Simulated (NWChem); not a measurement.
chloromethane (CH₃Cl); SMILES ClC

```xyz
5

C      0.0000     0.0000    -1.1109
Cl     0.0000     0.0000     0.6644
H      0.7330     0.7330    -1.4701
H      0.2683    -1.0013    -1.4701
H     -1.0013     0.2683    -1.4701
```
Atoms are numbered in this order, from 1.

Results from NWChem. Geometry optimised at PBE0/def2-SVP; all other runs use it. Pople sets run with spherical d functions. Vzz has the sign of the potential's second derivative.

```
quantity                                                               level  value
-----------------------------------------  ---------------------------------  -----
dipole in solution (D) in water                             PBE0/6-31G*, SMD   2.56
anisotropy (bohr³) at 1065 nm                                   PBE0/6-31+G*   10.1
vertical, lowest excitation, singlet (eV)  LRC-wPBEh/aug-cc-pVDZ, full TDDFT      …
Vzz Cl2 (a.u.)                                                   PBE0/6-31G*      …
dipole (D)                                                     PBE0/def2-SVP      …
highest harmonic frequency (cm⁻¹)                              PBE0/def2-SVP   3207
```

Problem. Some entries are withheld; supply them.

Solution. 
- vertical, lowest excitation, singlet (eV), value: 7.26
- Vzz Cl2 (a.u.), value: 3.761
- dipole (D), value: 1.87
